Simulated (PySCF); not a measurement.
# Two attempts at PO2 (phosphorus dioxide)

Aim: a single-point energy of PO2 (phosphorus dioxide) at UOPBE-D4/TZV.

The results are computed with PySCF 2.14.0.

1 further run of the same task is left out (set aside as unsound or not needed).

### Step 1. The structure to begin with

PO2: 3 atoms, total charge 0, spin state doublet. As SMILES, `[O]P=O`. Geometry: relaxed at GFN2-xTB.

Bond lengths: O1–P2 1.464 Å, P2–O3 1.464 Å. Angles: O1–P2–O3 123.4°.

### Step 2. The input as first written

job.py reads:

```python
from pyscf import gto, dft

mol = gto.M(
    atom='''
O      0.626841     2.317390     0.600309
P     -0.763336     0.145566    -0.400868
O      0.136495    -2.462956    -0.199442
''',
    max_memory=1860,
    basis='tzv',
    unit='bohr',
    verbose=3,
    spin=5,
    charge=0,
)

ks = dft.UKS(mol)
ks.xc = 'opbe'
ks.disp = 'd4'
ks.max_cycle = 74
ks.kernel()

energy = ks.e_tot
print(f'total energy: {energy:.8f} hartree')
```

On the command line:

```sh
$ OMP_NUM_THREADS=1 python job.py
```

Output:

```text
WARN: HOMO 0.00984364740056174 >= LUMO -0.421272724568744

WARN: HOMO -0.0364976853070115 >= LUMO -0.284395203089181

WARN: HOMO -0.0443746852868259 >= LUMO -0.34314871525972

WARN: HOMO -0.0332202048752777 >= LUMO -0.326749239307698

WARN: HOMO -0.0323062143227233 >= LUMO -0.32617089447537

WARN: HOMO -0.0366715340086543 >= LUMO -0.330581178077601

WARN: HOMO -0.0366262801619328 >= LUMO -0.330879817588687

WARN: HOMO -0.0366073026234446 >= LUMO -0.330831693542429

WARN: HOMO -0.0366257001378614 >= LUMO -0.330843599322851

WARN: HOMO -0.0366247564874129 >= LUMO -0.330843570149758

WARN: HOMO -0.0366251813002805 >= LUMO -0.330844652523648

converged SCF energy = -491.131909004128  <S^2> = 8.7570766  2S+1 = 6.0023584
total energy: -491.13190900 hartree
```

It took 2.4 s on 1 thread of Arm Neoverse V2, shared host; peak memory 0.2 GiB.

### Step 3. Diagnosis

The run finished; that doesn't make the result usable.

Cause: the spin state typed doesn't suit the molecule. To mend it: multiplicity 2 in place of 6.

### Step 4. The mended input

run.py reads:

```python
# phosphorus dioxide
from pyscf import gto, dft

molecule = gto.M(
    atom='''
O      0.626841     2.317390     0.600309
P     -0.763336     0.145566    -0.400868
O      0.136495    -2.462956    -0.199442
''',
    verbose=3,
    basis='tzv',
    spin=1,
    max_memory=1860,
    unit='bohr',
)

mf = dft.UKS(molecule, xc='opbe')
mf.disp = 'd4'
mf.max_cycle = 100
mf.kernel()

etot = mf.e_tot
print(f'total energy: {etot:.8f} hartree')
```

On the command line:

```sh
$ OMP_NUM_THREADS=1 python run.py
```

Output:

```text
converged SCF energy = -491.5972791032  <S^2> = 0.75173289  2S+1 = 2.0017321
total energy: -491.59727910 hartree
```

It took 2.5 s on 1 thread of Arm Neoverse V2, shared host; peak memory 0.2 GiB.

### Step 5. Results

At UOPBE-D4/TZV:

| quantity | value |
| --- | --- |
| total energy | -491.59728 Eh |
| dipole moment | 1.75 D |
| HOMO energy (highest over α and β) | -7.51 eV |
| LUMO energy (lowest over α and β) | -6.38 eV |
| dispersion energy | -21.97 kJ/mol |
| ⟨S²⟩ | 0.752 |

What this shows: Mulliken charges run from -0.42 on O1 to +0.84 on P2.
